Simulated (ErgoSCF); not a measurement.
# SiH4 (silane): PBE0/pcseg-0

What is the energy change on altering one bond length of SiH4 (silane) at PBE0/pcseg-0? 

The results are computed with ErgoSCF 3.8.

## (1) The structure to begin with

SiH4 has 5 atoms, charge 0, and is taken as a singlet. As SMILES, `[SiH4]`. The shape is that of a PBE0-D4/def2-TZVP optimisation.

Bond lengths: Si1–H2 1.485 Å, Si1–H3 1.485 Å, Si1–H4 1.485 Å, Si1–H5 1.485 Å. Angles: H2–Si1–H3 109.5°, H2–Si1–H4 109.5°, H2–Si1–H5 109.5°, H3–Si1–H4 109.5°, H3–Si1–H5 109.5°, H4–Si1–H5 109.5°.

## (2) A single-point energy at PBE0/pcseg-0

Contents of input.xyz:

```xyz
5
H4Si
Si     0.000000     0.000000    -0.000100
H      0.967600    -0.688400     0.890900
H     -1.331000     0.044900     0.656000
H     -0.105100    -0.740300    -1.282600
H      0.468500     1.383800    -0.264200
```

The basis set pcseg-0 is read from a file made from the Basis Set Exchange's data (not shown).

Launch:

```bash
$ ergo -m input.xyz -e 'set_nthreads(1)' -e 'basis = "pcseg-0"' -e 'tmpdir = "."' -e 'scf.output_mulliken_pop = 1' -e 'scf.max_number_of_iterations = 80' -e 'run "PBE0"'
```

Standard output, shortened:

```text
[...]
INDF Weighted mixed functional:
[...]
INSC Energy   1 =       -184.51639941764
[...]
INDE PURIFICATION CONVERGED after 20 iterations
[...]
INDE PURIFICATION CONVERGED after 27 iterations
[...]
INDE PURIFICATION CONVERGED after 24 iterations
[...]
INDE PURIFICATION CONVERGED after 24 iterations
[...]
INDE E(LUMO) - E(HOMO) <=          0.45074913689 =         12.26550892256 eV
[...]
INSC Energy  10 =       -291.36460244962  ( diff     -0.000000000089187 )
[...]
RESC CONVERGED after  10 iterations.
RESC FINAL ENERGY:       -291.36460244962
[...]
INSC SCF: dipole_moment_x [atomic units] =      -0.00000287
INSC SCF: dipole_moment_y [atomic units] =      -0.00000854
INSC SCF: dipole_moment_z [atomic units] =      -0.00018053
[...]
```

Wall time 0.93 s (1 thread of Arm Neoverse V2, shared host); peak memory 0.26 GiB.

## (3) The distorted shape

Contents of geom.xyz:

```xyz
5
H4Si
Si     0.066521    -0.002244    -0.032891
H      1.034121    -0.690644     0.858109
H     -1.331000     0.044900     0.656000
H     -0.038579    -0.742544    -1.315391
H      0.535021     1.381556    -0.296991
```

The basis set pcseg-0 is read from a file made from the Basis Set Exchange's data (not shown).

Launch:

```bash
$ ergo -m geom.xyz -e 'set_nthreads(1)' -e 'scf.output_mulliken_pop = 1' -e 'tmpdir = "."' -e 'scf.max_number_of_iterations = 80' -e 'basis = "pcseg-0"' -e 'run "PBE0"'
```

Standard output, shortened:

```text
[...]
INDF Weighted mixed functional:
[...]
INSC Energy   1 =       -184.44336868170
[...]
INDE PURIFICATION CONVERGED after 20 iterations
[...]
INDE PURIFICATION CONVERGED after 27 iterations
[...]
INDE PURIFICATION CONVERGED after 24 iterations
[...]
INDE PURIFICATION CONVERGED after 24 iterations
[...]
INDE E(LUMO) - E(HOMO) <=          0.44916520576 =         12.22240796055 eV
[...]
INSC Energy  11 =       -291.36336098766  ( diff     -0.000000000018758 )
[...]
RESC CONVERGED after  11 iterations.
RESC FINAL ENERGY:       -291.36336098766
[...]
INSC SCF: dipole_moment_x [atomic units] =       0.03280398
INSC SCF: dipole_moment_y [atomic units] =      -0.00111745
INSC SCF: dipole_moment_z [atomic units] =      -0.01634528
[...]
```

Wall time 0.99 s (1 thread of Arm Neoverse V2, shared host); peak memory 0.26 GiB.

## (4) Summary of results

At PBE0/pcseg-0:

| quantity | value |
| --- | --- |
| first shape: total energy | -291.36460 Eh |
| first shape: dipole moment | 0.00 D |
| distorted shape: total energy | -291.36336 Eh |
| distorted shape: dipole moment | 0.09 D |
| energy change with the Si1–H3 bond stretched from 1.485 to 1.559 Å | 0.034 eV |

**Reading.** With the Si1–H3 bond stretched from 1.485 to 1.559 Å the energy rises by 0.03 eV (3.3 kJ/mol). The first shape isn't relaxed at this level, so the change isn't measured from a minimum.
